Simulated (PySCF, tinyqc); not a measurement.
Inside a calculation. Method: CID on RHF in the sto-3g basis, frozen core, for LiH, spin multiplicity 1. The lowest restricted solution is unstable here: a spin-polarised one lies 0.0422 hartree lower (PySCF). One step of it, computed by the program tinyqc.

Task: CID: determinants and Hamiltonian. Slater-Condon rules over spin orbitals, with the nuclear repulsion and the energy of the frozen orbital added and E(HF) subtracted on the diagonal. Only determinants linked to the reference directly or through others are kept (one block of an abelian symmetry group), so some states are absent.

one-electron integrals dressed by the frozen orbital, h + 2 (pq|11) - (p1|1q) (hartree):
```
,2,3,4,5,6
2,-0.618137,0.075094,0.000000,0.000000,0.099108
3,0.075094,-0.328737,0.000000,0.000000,-0.081465
4,0.000000,0.000000,-0.275877,0.000000,0.000000
5,0.000000,0.000000,0.000000,-0.275877,0.000000
6,0.099108,-0.081465,0.000000,0.000000,-0.346908
```

energy of the frozen orbital, 2 h_11 + (11|11) = -7.53429587 hartree

Two-electron integrals over orbitals (pq|rs), unique and non-zero (hartree); the lowest 1 orbital is frozen and left out:
```
p,q,r,s,(pq|rs)
2,2,2,2,0.419982
3,2,2,2,-0.075094
3,2,3,2,0.039040
3,3,2,2,0.215336
3,3,3,2,0.018560
3,3,3,3,0.311880
4,2,4,2,0.020984
4,3,4,2,0.022350
4,3,4,3,0.041173
4,4,2,2,0.225736
4,4,3,2,0.025334
4,4,3,3,0.273951
4,4,4,4,0.312946
5,2,5,2,0.020984
5,3,5,2,0.022350
5,3,5,3,0.041173
5,4,5,4,0.016869
5,5,2,2,0.225736
5,5,3,2,0.025334
5,5,3,3,0.273951
5,5,4,4,0.279207
5,5,5,5,0.312946
6,2,2,2,-0.099108
6,2,3,2,0.060674
6,2,3,3,0.010639
6,2,4,4,0.047028
6,2,5,5,0.047028
6,2,6,2,0.130853
6,3,2,2,0.071069
6,3,3,2,-0.033088
6,3,3,3,-0.036660
6,3,4,4,-0.015759
6,3,5,5,-0.015759
6,3,6,2,-0.048770
6,3,6,3,0.044462
6,4,4,2,0.016435
6,4,4,3,0.009236
6,4,6,4,0.017639
6,5,5,2,0.016435
6,5,5,3,0.009236
6,5,6,5,0.017639
6,6,2,2,0.382195
6,6,3,2,-0.051718
6,6,3,3,0.243468
6,6,4,4,0.250744
6,6,5,5,0.250744
6,6,6,2,-0.063411
6,6,6,3,0.046985
6,6,6,6,0.371569
```

nuclear repulsion = 0.59861675 hartree

Hartree-Fock energy = -7.75197141 hartree

Give: determinants; H - E(HF) between determinants.

Result:

Occupation strings over the orbitals (2 doubly, a alpha, b beta, 0 empty; spin orbitals ordered 1a 1b 2a 2b ...): 220000 202000 20a00b 200200 200020 20b00a 200002

H - E(HF) between determinants (hartree):
```
,220000,202000,20a00b,200200,200020,20b00a,200002
220000,0.0000,0.0390,0.0607,0.0210,0.0210,-0.0607,0.1309
202000,0.0390,0.4707,-0.1181,0.0412,0.0412,0.1181,0.0445
20a00b,0.0607,-0.1181,0.3841,0.0092,0.0092,-0.0445,-0.0345
200200,0.0210,0.0412,0.0092,0.5775,0.0169,-0.0092,0.0176
200020,0.0210,0.0412,0.0092,0.0169,0.5775,-0.0092,0.0176
20b00a,-0.0607,0.1181,-0.0445,-0.0092,-0.0092,0.3841,0.0345
200002,0.1309,0.0445,-0.0345,0.0176,0.0176,0.0345,0.4940
```
